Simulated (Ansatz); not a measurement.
# P2: up Jacob's ladder to CCSD(T)

One table from this session's results is given with a row withheld; the runs are named, their logs left out.

Computed with Ansatz 0.2.0, Gaussian basis. Level: functionals in def2-TZVPP, the program's frozen cores in correlated methods.

The runs, in order: LDA (SPW92), PBE-D4, revPBE-D4, BLYP-D4, r2SCAN-D4, B97M-V, PBE0-D4, B3LYP-D4, r2SCANh-D4, r2SCAN0-D4, HSE06-D4, BHLYP-D4, CAM-B3LYP-D4, LC-ωPBE, ωB97X-V, ωB97M-V, B2PLYP, PBE-QIDH; CCSD(T)/def2-SVP; CCSD(T)/def2-TZVPP; CCSD(T)/def2-QZVPP; extrapolation to the limit; RPA on PBE.

## The geometry

An earlier PBE0-D4 in a triple-zeta def2 set relaxation fixed the geometry.

SMILES `P#P`, 2 atoms, charge 0, spin multiplicity 1.

Atoms are counted from 1 here; the program's logs count them from 0.

Bond lengths: P1–P2 1.882 Å.

As a file:

```xyz
2
P2
P     0.00000    0.00000    0.00582
P     0.00000    0.00000    1.88758
```

The first run:

The input, in.yaml:

```yaml
crystal:
  periodic: [false, false, false]
  atoms:
    - {symbol: P, position_ang: [-0.000000, 0.000000, 0.005823]}
    - {symbol: P, position_ang: [0.000000, -0.000000, 1.887577]}
basis:
  gaussian: {orbitals: def2-TZVPP}
hamiltonian: {xc: lda}
output: {orbitals: {seedname: orbitals}}
```

Command:

```bash
> ansatz run in.yaml --threads 2 --pin off --events-out ev --progress --plain --max-ram 22528MiB --backend cpu
```

Among the steps run: LDA; PBE-D4 (GGA); revPBE-D4 (GGA); BLYP-D4 (GGA); r2SCAN-D4 (meta-GGA); B97M-V (meta-GGA); PBE0-D4 (hybrid); B3LYP-D4 (hybrid); r2SCANh-D4 (hybrid); r2SCAN0-D4 (hybrid); HSE06-D4 (hybrid); BHLYP-D4 (hybrid); CAM-B3LYP-D4 (range-separated); LC-ωPBE (range-separated); ωB97X-V (range-separated); ωB97M-V (range-separated); B2PLYP (double hybrid); PBE-QIDH (double hybrid).

One table of the session follows, with a row left open; its other results are not shown here.

It belongs to the step «Frontier levels by functional». 

| functional | HOMO (eV) | LUMO (eV) | gap (eV) |
| --- | --- | --- | --- |
| LDA (SPW92) | -7.22 | -3.46 | 3.76 |
| PBE-D4 | -7.10 | -3.32 | 3.78 |
| revPBE-D4 | -7.06 | -3.28 | 3.78 |
| BLYP-D4 | -6.86 | -3.14 | 3.72 |
| r2SCAN-D4 | -7.39 | -3.27 | 4.12 |
| B97M-V | -7.31 | -3.19 | 4.12 |
| PBE0-D4 | ? | ? | ? |
| B3LYP-D4 | -7.82 | -2.67 | 5.14 |
| r2SCANh-D4 | -7.74 | -2.96 | 4.78 |
| r2SCAN0-D4 | -8.28 | -2.50 | 5.77 |
| HSE06-D4 | -7.70 | -2.91 | 4.79 |
| BHLYP-D4 | -8.84 | -1.58 | 7.27 |
| CAM-B3LYP-D4 | -9.23 | -1.40 | 7.83 |
| LC-ωPBE | -10.60 | -0.42 | 10.18 |
| ωB97X-V | -10.25 | -0.44 | 9.81 |
| ωB97M-V | -10.03 | -0.44 | 9.59 |

Estimate the missing values for PBE0-D4.

The run gave: HOMO (eV): -8.10; LUMO (eV): -2.53; gap (eV): 5.56. In the column «HOMO (eV)» it lies between r2SCAN0-D4 (-8.28) and B3LYP-D4 (-7.82).
